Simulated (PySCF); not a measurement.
Which determinant of AlCl lies lowest?

Unrestricted PBE0; basis Al aug-cc-pV(D+d)Z, Cl aug-cc-pV(D+d)Z; no relativity; PySCF 2.14. Outer shells of the fragments: Al 3s2 3p1; Cl 3s2 3p5.

Followed along the bond (rough minima from three points):

```json
{"2Ms+1": "1", "unpaired": "none", "⟨S²⟩ at the start": "0.00", "R at minimum (Å)": "2.18", "Te (eV)": "0.00"}
{"2Ms+1": "3", "unpaired": "σ ↑, π ↑", "⟨S²⟩ at the start": "2.00", "R at minimum (Å)": "2.14", "Te (eV)": "2.81"}
```

Solutions found at the starting distance of 2.165 Å, counted from the lowest of them; the search is not exhaustive and high or unbound solutions are not listed, so other states can lie among these:

```json
{"2Ms+1": "1", "unpaired": "none", "term": "¹Σ⁺", "E (eV)": "0.00", "⟨S²⟩": "0.00", "⟨Lz²⟩": "0.00", "μ (D)": "-1.72"}
{"2Ms+1": "3", "unpaired": "σ ↑, π ↑", "term": "³Π", "E (eV)": "2.82", "⟨S²⟩": "2.00", "⟨Lz²⟩": "1.00", "μ (D)": "-1.86"}
{"2Ms+1": "1", "unpaired": "σ ↑, π ↓", "term": "mixed", "E (eV)": "3.55", "⟨S²⟩": "1.01", "⟨Lz²⟩": "1.01", "μ (D)": "-1.51"}
{"2Ms+1": "3", "unpaired": "σ ↑↑", "term": "³Σ⁺", "E (eV)": "5.11", "⟨S²⟩": "2.00", "⟨Lz²⟩": "0.00", "μ (D)": "-0.72"}
{"2Ms+1": "3", "unpaired": "π ↑↑", "term": "mixed", "E (eV)": "6.22", "⟨S²⟩": "2.02", "⟨Lz²⟩": "2.02", "μ (D)": "3.61"}
{"2Ms+1": "3", "unpaired": "π ↑↑", "term": "mixed", "E (eV)": "6.42", "⟨S²⟩": "2.02", "⟨Lz²⟩": "2.02", "μ (D)": "3.77"}
```

A term symbol is given only where ⟨S²⟩ and ⟨Lz²⟩ are close to those of a pure state; real π, δ and φ orbitals otherwise mix terms. A positive dipole means Al(−)Cl(+).

The measured ground state is X ¹Σ+ (Huber and Herzberg, Constants of Diatomic Molecules (1979)).

Counting both spins, an empty level lies below a filled one in some of these solutions, because spin and occupation are held.
